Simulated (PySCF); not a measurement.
# Dipole moment and polarisability across levels of theory

C4H5FO.
InChI=1S/C4H5FO/c1-6-4-2-3(4)5/h2-3H,1H3/t3-/m0/s1

PySCF, dipoles from the SCF density, polarisabilities from static response with core orbitals frozen. One conformer (not necessarily the lowest) at the PBE0-D3(BJ)/def2-SVP geometry, without solvent, vibrations or thermal averaging.

The anisotropy is √(½[(α1 − α2)² + (α2 − α3)² + (α3 − α1)²]).

| level | μ (D) | α (au) | anisotropy (au) |
| --- | --- | --- | --- |
| LDA/def2-SVPD | 2.118 | 54.26 | 21.88 |
| PBE/def2-SVPD | 2.098 | 53.92 | 21.81 |
| B3LYP/def2-SVPD | 2.117 | 52.30 | 20.85 |
| PBE0/def2-SVPD | 2.104 | 51.62 | 20.60 |
| BHandHLYP/def2-SVPD | 2.132 | 50.22 | 19.74 |
| CAM-B3LYP/def2-SVPD | 2.124 | 51.49 | 20.26 |
| wB97X-D/def2-SVPD | 2.101 | 51.39 | 20.07 |
| LC-wPBE/def2-SVPD | 2.109 | 50.28 | 19.80 |
| HF/def2-SVPD | 2.152 | 48.31 | 18.54 |
| PBE0/6-31G* | 1.989 | 42.54 | 22.90 |
| PBE0/def2-SVP | 2.078 | 43.67 | 22.27 |
| PBE0/6-31+G* | 2.168 | 49.05 | 20.57 |
| PBE0/aug-cc-pVDZ | 2.092 | 52.94 | 20.89 |
| PBE0/def2-TZVP | 2.070 | 49.84 | 21.13 |
| PBE0/def2-TZVPD | 2.085 | 52.95 | 20.98 |

The dipole runs from 1.99 D (PBE0/6-31G*) to 2.17 D (PBE0/6-31+G*). No reference polarisability is at hand; against PBE0 in the largest diffuse basis at hand (def2-TZVPD) the other PBE0 rows deviate by 6-31G* -20%, def2-SVP -18%, 6-31+G* -7%, def2-SVPD -3%, aug-cc-pVDZ 0%, def2-TZVP -6%. In one basis (def2-SVPD) the functionals order the polarisability from HF (lowest) to LDA (highest), a spread of 12%. With PBE0 the polarisability is 45.35 au without diffuse functions (mean of 6-31G*, def2-SVP and def2-TZVP) and 51.64 au with them (mean of 6-31+G*, def2-SVPD, aug-cc-pVDZ and def2-TZVPD).
